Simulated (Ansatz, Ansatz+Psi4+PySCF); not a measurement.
```
atom    x (Å)    y (Å)    z (Å)
   O   0.0000   0.0000   0.6230
   O   0.0000   0.0000  -0.6230
   N  21.0000  17.0000  19.3323
   O  21.0000  18.1181  18.8546
   O  21.0000  15.8819  18.8546
```

Basis set: cc-pVTZ (spherical functions). Left uncorrelated: 5 orbitals. Correlation on ROHF uses semicanonical orbitals with singles. Charge 0, multiplicity 4.

Computed with Ansatz (development build ahead of 0.2.0); each method stands on the lowest determinant of its kind that the runs found.

Q: Give the atomization energy at this shape (free ground-state atoms in the same class of orbitals less the molecule, no zero-point energy) of quartet NO4 in separate pieces by ROHF-MP2, UHF-MP2, UHF, ROHF.

A:

| method | atomization energy |
| --- | --- |
| ROHF-MP2 | 15.34 eV |
| UHF-MP2 | 14.95 eV |
| UHF | 3.32 eV |
| ROHF | 3.24 eV |

Caution for ROHF-MP2, ROHF: an unrestricted determinant lies well below. Caution for UHF-MP2, UHF: the unrestricted determinant is spin contaminated.
